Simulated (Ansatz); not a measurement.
Consider MgO in the rock salt structure (space group Fm-3m, No. 225; a = 4.2539 Å).

Levels (all Ansatz, an electronic-structure program, PAW): PBE (420 eV, no spin-orbit coupling); PBEsol (420 eV, no spin-orbit coupling); r2SCAN (500 eV, without spin-orbit coupling); HSE06 (420 eV, no SOC).

Levels that relaxed their own cell: PBE and PBEsol.

| level | band gap | lattice parameter a |
|---|---|---|
| PBE | 4.46 eV | 4.254 Å |
| PBEsol | 4.62 eV | 4.214 Å |
| r2SCAN | 5.61 eV | – |
| HSE06 | 6.47 eV | – |

Measured: band gap 8.36 eV (static lattice; corrected from measurement; as listed in Wei Chen et al., Physical Review Materials (2018)); lattice parameter a 4.189 Å (static lattice; corrected from measurement; as listed in Daniel Mejia-Rodriguez, S. B. Trickey, Phys. Rev. B (2018)).

Computed minus measured — band gap: PBE -3.90 eV, PBEsol -3.74 eV, r2SCAN -2.75 eV, HSE06 -1.89 eV (closest: HSE06); lattice parameter a: PBE +1.5 %, PBEsol +0.6 % (closest: PBEsol). A measured gap can be an optical one, lowered by exciton binding.

Single points use the geometry relaxed with PBEsol. Stability against distortions was not tested.
